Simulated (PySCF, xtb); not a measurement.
carbonyl sulfide (COS), SMILES O=C=S.

Harmonic wavenumbers (cm⁻¹) from GFN2-xTB (xtb) at its own minimum, in rising order: 429, 429, 951, 2198.

### Question
What does B3LYP-D3(BJ)/def2-TZVP run with PySCF give at its own minimum? (An estimate is asked for; the answer gives what the named calculation found.)

### Answer
530, 530, 880, 2115. Paired by order, the mean absolute difference is 89 cm⁻¹ and the zero-point energies are 5.7 and 5.8 kcal/mol.
